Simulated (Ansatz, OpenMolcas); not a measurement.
# NO2F (nitryl fluoride): methods side by side

The species is NO2F (4 atoms), meant as a singlet with charge 0. As SMILES, `O=[N+]([O-])F`. Geometry: relaxed at PBE0-D4/def2-TZVP.

Each level gives the atomisation enthalpy at 298 K (kJ/mol). The values are calculated. The thermal term (zero-point and 298 K enthalpy, harmonic and unscaled) is that of PBE0-D4/def2-TZVP; the spin-orbit lowering of the free atoms at 298 K, 2.1 kJ/mol by their spectra, is taken off.

```
         level             kind     program  value (kJ/mol)  CPU time (all runs)
    HF/cc-pVTZ     Hartree–Fock  OpenMolcas             244                 24 s
 SVWN5/cc-pVTZ              LDA  OpenMolcas            1713                 43 s
  BLYP/cc-pVTZ              GGA  OpenMolcas            1295                 51 s
 M06-L/cc-pVTZ         meta-GGA  OpenMolcas            1202                 65 s
r2SCAN/cc-pVTZ         meta-GGA  OpenMolcas            1230                 71 s
 B3LYP/cc-pVTZ    global hybrid  OpenMolcas               ?                 50 s
 BHLYP/cc-pVTZ    global hybrid  OpenMolcas             953                 45 s
M06-2X/cc-pVTZ  hybrid meta-GGA  OpenMolcas               ?                 58 s
```

Problem. Estimate the missing values from the other rows.

Solution. As computed at these levels: B3LYP/cc-pVTZ: 1183 kJ/mol; M06-2X/cc-pVTZ: 1148 kJ/mol. Measured: 1159 kJ/mol (NIST-JANAF tables). Nearest: M06-2X/cc-pVTZ (-11 kJ/mol); farthest: HF/cc-pVTZ (-915 kJ/mol). Computed less measured by kind, in kJ/mol (cc-pVTZ rows): Hartree–Fock -915; LDA +554; GGA +136; meta-GGA +43 to +71; global hybrid -206 to +24. Times are those of the runs behind each value, whatever else they computed, on shared processors of several kinds: orders of magnitude only.
